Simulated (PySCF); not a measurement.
formate(1-), CHO2 (charge -1), SMILES O=C[O-], point group C2v.

Level: PBE0/pcSseg-2 in PySCF (density fitting, grid level 2); geometry and Hessian at that level, cubic constants and property derivatives from steps of ±0.6 along each species' dimensionless normal coordinates, second-order vibrational perturbation theory. The parent has the commonest isotopes.

Equilibrium geometry (Å):

| atom | x | y | z |
| --- | --- | --- | --- |
| O1 | -0.8901 | -0.8249 | 0.1572 |
| C2 | 0.0163 | -0.0198 | 0.4389 |
| O3 | 1.1693 | -0.2131 | 0.8660 |
| H4 | -0.2546 | 1.0768 | 0.2793 |

(1) Give the equilibrium and ground-state rotational constants (MHz) of parent; ¹⁸O at 1; ²H at 4; ¹⁸O at 1, ²H at 4; ¹³C at 2; ¹⁸O at 1, ¹³C at 2; ¹⁸O at 1, ¹⁸O at 3.

(2) How is the parent's vibrational correction B0 − Be made up?

(3) And its quartic centrifugal distortion constants from the harmonic force field?

## Answers

(1) 
| species | Ae | Be | Ce | A0 | B0 | C0 | Δ0 (u Å²) | harmonic ZPE (cm⁻¹) |
| --- | --- | --- | --- | --- | --- | --- | --- | --- |
| parent | 109270 | 12348 | 11094 | 109100 | 12293 | 11028 | 0.085 | 4425 |
| ¹⁸O at 1 | 107980 | 11648 | 10514 | 107820 | 11597 | 10452 | 0.085 | 4397 |
| ²H at 4 | 74390 | 12348 | 10590 | 74013 | 12296 | 10523 | 0.098 | 3813 |
| ¹⁸O at 1, ²H at 4 | 73550 | 11647 | 10055 | 73181 | 11598 | 9992.1 | 0.099 | 3783 |
| ¹³C at 2 | 106600 | 12348 | 11066 | 106490 | 12294 | 11001 | 0.086 | 4375 |
| ¹⁸O at 1, ¹³C at 2 | 105260 | 11647 | 10487 | 105160 | 11597 | 10427 | 0.087 | 4347 |
| ¹⁸O at 1, ¹⁸O at 3 | 106650 | 10973 | 9949.3 | 106510 | 10925 | 9892 | 0.086 | 4368 |

Δ0 = Ic − Ia − Ib from the ground-state constants.

(2) 
| axis | harmonic | Coriolis | cubic | total (MHz) |
| --- | --- | --- | --- | --- |
| a | 1030 | -67.9 | -1140 | -171 |
| b | 25.5 | -0.32 | -80 | -54.8 |
| c | 11 | -1.15 | -76.3 | -66.5 |

(3) Asymmetric top, A reduction, Ir representation: ΔJ = 7.82 kHz, ΔJK = -113 kHz, ΔK = 4590 kHz, δJ = 1.25 kHz, δK = 45.4 kHz.
